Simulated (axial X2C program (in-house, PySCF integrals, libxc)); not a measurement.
# SiCO⁺: properties at the nuclei

Computed with an axial X2C code built on PySCF integrals: two-component X2C with atomic mean-field Coulomb and Gaunt terms, Gaussian nuclei, basis Si dyall-v3z, C dyall-v3z, O dyall-av3z with contracted cores.

Si–C–O held linear, with bonds 2.001 and 1.121 Å (near the PBE0 minimum at charge 1 of the determinant lowest at the starting distance; the state shown can have its own minimum elsewhere, held linear; other orders of the atoms were not compared).

Input and command:
```json
{"zs": [14, 6, 8], "q": 1, "bas": ["dyall-v3z", "dyall-v3z", "dyall-av3z"], "r0": [1.86, 1.13], "symm": 0, "scan": ["PBE0", "HF", "B3LYP"], "levels": ["PBE0", "HF", "BHandHLYP"], "nst": 2}
```
```bash
python solin.py task.json out
```

Keys: zs atomic numbers; q charge; bas basis sets; r0 starting distance in Å; symm equal bonds; scan levels of the two-bond scan; levels methods; nst determinants followed.

Determinant lowest in the PBE0 search, Ω = 1/2 (⟨Sz⟩ = -0.50, ⟨Lz⟩ = 1.00 at PBE0), spin on the atoms Si -0.40, C -0.06, O -0.05:

| level | Eeff magnitude (GV/cm) | Ws magnitude Si (kHz) | A∥/gI Si (MHz) | qzz Si (a.u.) | A∥/gI C (MHz) | qzz C (a.u.) | A∥/gI O (MHz) | qzz O (a.u.) |
| --- | --- | --- | --- | --- | --- | --- | --- | --- |
| PBE0 | 0.0239 | 0.0187 | 520 | -0.38 | 41.3 | -0.72 | 132 | -0.69 |
| HF | 0.0497 | 0.0389 | 473 | -0.16 | 19.1 | -0.93 | 82.1 | -0.76 |
| BHandHLYP | 0.0229 | 0.0179 | 510 | -0.28 | 27.6 | -0.82 | 118 | -0.73 |

Determinant 0.02 eV from it at PBE0 and this distance, Ω = 3/2 (⟨Sz⟩ = 0.50, ⟨Lz⟩ = 1.00 at PBE0), spin on the atoms Si 0.40, C 0.06, O 0.05:

| level | Eeff magnitude (GV/cm) | Ws magnitude Si (kHz) | A∥/gI Si (MHz) | qzz Si (a.u.) | A∥/gI C (MHz) | qzz C (a.u.) | A∥/gI O (MHz) | qzz O (a.u.) |
| --- | --- | --- | --- | --- | --- | --- | --- | --- |
| PBE0 | 0.0251 | 0.00663 | 104 | -0.39 | 5.32 | -0.72 | 33.8 | -0.69 |
| HF | 0.057 | 0.0149 | 141 | -0.17 | -0.407 | -0.93 | 30.2 | -0.76 |
| BHandHLYP | 0.0245 | 0.00649 | 122 | -0.29 | 5.35 | -0.82 | 32.9 | -0.73 |

Eeff is the effective electric field on the electron electric dipole moment in this Ω state and Ws the scalar–pseudoscalar constant of the nucleus named (defined with the proton number Z and per Ω); A∥ (defined per Ω) follows by multiplying with gI = μI/(I μN); qzz is the electric field gradient, eQq0 = 234.96 MHz × Q/barn × qzz. The operators were transformed with the bare-nucleus X2C matrices; with these basis sets, hyperfine constants and field gradients can be off by tens of per cent, and where levels differ in sign neither size nor sign is settled.

Question: With gI(29Si) = -1.1106, gI(17O) = -0.7575, Q(17O) = -0.02558 barn (g factors from the IAEA table of nuclear moments by Stone; Q from Pyykkö, Mol. Phys. 2018), turn the PBE0 values of the first state into constants in MHz.

Answer: A∥(29Si) = 520 × -1.1106 = -578 MHz; A∥(17O) = 132 × -0.7575 = -100 MHz; eQq0(17O) = 234.96 × (-0.02558) × (-0.69) = 4.15 MHz.

The molecule was held linear; bending was not examined, so a bent shape may lie lower.

Each state is one determinant with collinear spin. Unrestricted Hartree–Fock can overshoot spin polarisation at the nuclei. Where Eeff spreads by more than a factor of two the levels disagree and none is to be relied on. The search compared states at one distance, so a state with another bond length can lie lower. Where a field gradient or hyperfine factor spreads by more than a factor of two over the levels, a constant derived from it is not to be relied on. PBE0 term energies can be off by some tenths of an eV.
